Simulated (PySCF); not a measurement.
Simulated outer-valence photoelectron spectrum of `FC1=NC=NO1`. Method: EOM-IP-CCSD/aug-cc-pVDZ in PySCF, restricted Hartree–Fock reference, 6 core orbitals frozen, non-relativistic, gas phase, PBE0-D3(BJ)/def2-SVP geometry.

Each root has a Gaussian of 0.6 eV full width with its one-hole share as area; cross sections and vibrations are left out, and the highest printed point is 100.

ionisation energy (eV), intensity and a bar:
```
     10.6          1 
     10.8          8 ##
     11.0         27 ########
     11.2         53 ################
     11.4         66 ####################
     11.6         67 ####################
     11.8         62 ###################
     12.0         42 #############
     12.2         21 ######
     12.4         26 ########
     12.6         55 #################
     12.8         84 #########################
     13.0         85 ##########################
     13.2         58 #################
     13.4         25 #######
     13.6          6 ##
     13.8          1 
     14.0          0 
     14.2          0 
     14.4          0 
     14.6          0 
     14.8          4 #
     15.0         17 #####
     15.2         42 #############
     15.4         54 ################
     15.6         38 ###########
     15.8         16 #####
     16.0         11 ###
     16.2         33 ##########
     16.4         75 ######################
     16.6        100 ##############################
     16.8         77 #######################
     17.0         35 ##########
     17.2          9 ###
     17.4          6 ##
     17.6         21 ######
     17.8         45 #############
     18.0         53 ################
     18.2         34 ##########
     18.4         12 ###
     18.6          2 #
     18.8          0
```

Task: Where are the maxima, and how many lines lie under the curve?

Result: 5 maxima, at 11.5, 12.9, 15.4, 16.6 and 18.0 eV, from 8 lines. At this width some lines have no maximum of their own.

Task: List the lines with their holes.

Result: 
```json
{"E (eV)": "11.30", "leading hole (HF orbital)": "HOMO", "area": "0.95", "Koopmans (eV)": "11.64"}
{"E (eV)": "11.80", "leading hole (HF orbital)": "HOMO-1", "area": "0.94", "Koopmans (eV)": "13.64"}
{"E (eV)": "12.75", "leading hole (HF orbital)": "HOMO-2", "area": "0.94", "Koopmans (eV)": "13.75"}
{"E (eV)": "13.07", "leading hole (HF orbital)": "HOMO-3", "area": "0.94", "Koopmans (eV)": "15.10"}
{"E (eV)": "15.38", "leading hole (HF orbital)": "HOMO-4", "area": "0.95", "Koopmans (eV)": "17.01"}
{"E (eV)": "16.52", "leading hole (HF orbital)": "HOMO-5", "area": "0.92", "Koopmans (eV)": "18.87"}
{"E (eV)": "16.69", "leading hole (HF orbital)": "HOMO-6", "area": "0.94", "Koopmans (eV)": "18.88"}
{"E (eV)": "17.95", "leading hole (HF orbital)": "HOMO-7", "area": "0.94", "Koopmans (eV)": "20.36"}
```

The widest gap, 2.31 eV, lies between 13.07 and 15.38 eV. Only orbitals with −ε under 21 eV, eight at most, were ionised, so the high end of the curve may lack lines.
